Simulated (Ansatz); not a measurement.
**SiH⁻, triplet: the ladder up to full CI**

Geometry: a point of a stretch scan, not a stationary point.

```yaml
atoms:
  - { symbol: Si, position_ang: [0.0000, 0.0000, 0.0000] }
  - { symbol: H, position_ang: [0.0000, 0.0000, 2.1570] }
```

Basis aug-cc-pVDZ; Ansatz 0.2.0. Correlated methods freeze the noble-gas cores, which leaves 6 electrons in 31 orbitals. R marks a restricted (for open shells ROHF) determinant, U an unrestricted one. Active spaces: pair = (4e, 4o) about the gap; valence = (6e, 5o) chosen from the atoms' valence shells.

Full CI is exact within this basis and frozen core; it isn't the basis-set limit. The frozen core follows each run's orbitals, which can shift R against U totals by a few meV.

For open shells CISD is restricted-active-space CI with the open shells as a complete middle space.

The UHF ⟨S²⟩ is 2.053. The T1 diagnostic (RCCSD) is 0.0330 and the largest doubles amplitude (RCCSD) is 0.121. The T1 diagnostic (UCCSD) is 0.0279.

| level | E − E(RHF) (eV) |
| --- | --- |
| UHF | -0.1371 |
| RMP2 | -2.4077 |
| UMP2 | -2.4005 |
| RCCSD | -3.1269 |
| UCCSD | -3.1319 |
| RCCSD(T) | -3.2440 |
| UCCSD(T) | -3.2435 |

Problem. Estimate how far full CI in aug-cc-pVDZ lies from RCCSD(T). The table doesn't fix it; the size of (T) and the diagnostics are the guide.

Solution. Full CI in aug-cc-pVDZ lies 3.9 kJ/mol below RCCSD(T), which is 35 % of the (T) step (-11.3 kJ/mol). T1 is raised, a doubles amplitude is large, and the rest is a large part of (T).

The other levels:

| level | E − E(full CI) (kJ/mol) | share of correlation (%) | wall time |
| --- | --- | --- | --- |
| CISD | 27.4 | 91.36 | 0.84 s |
| BCCD(T) | 3.9 | 98.76 | 1.2 s |
| RCCSDT | 0.7 | 99.77 | – |
| UCCSDT | 0.7 | 99.79 | – |
| RCCSDT(Q) | 0.2 | 99.95 | 4.7 s |
| UCCSDT(Q) | 0.1 | 99.96 | 6 s |
| CASSCF (pair space) | 252.5 | 20.33 | – |
| NEVPT2 (pair space) | 67.5 | 78.70 | 0.33 s |
| MRCISD (pair space) | 17.5 | 94.47 | – |
| MRCISD+Q (pair space) | -2.4 | 100.76 | 0.6 s |
| CASSCF (valence space) | 249.0 | 21.45 | – |
| NEVPT2 (valence space) | 70.6 | 77.71 | 0.45 s |
| MRCISD (valence space) | 17.3 | 94.55 | – |
| MRCISD+Q (valence space) | -1.7 | 100.54 | 0.72 s |

The correlation energy at full CI, counted from RHF, is -3.285 eV. That run took 72 s on 1 thread of Arm Neoverse V1, shared host over 5,037,396 determinants.

Times hold each run's SCF and search for its determinant on a shared host, so for small cases they say little of a method's own cost; they ran on 1 thread of Arm Neoverse V1.

More than 5 meV below full CI, which no variational method can be: MRCISD+Q (pair space), MRCISD+Q (valence space).

The full-CI state has the irrep A2 of C2v, in the program's axes (one component, if the state is degenerate).

Natural occupations of full CI about the gap: 1.927 1.875 0.980 0.980 0.097 0.017 0.017 0.016 0.015 0.015; effectively unpaired electrons, Σ n²(2−n)², 2.11.
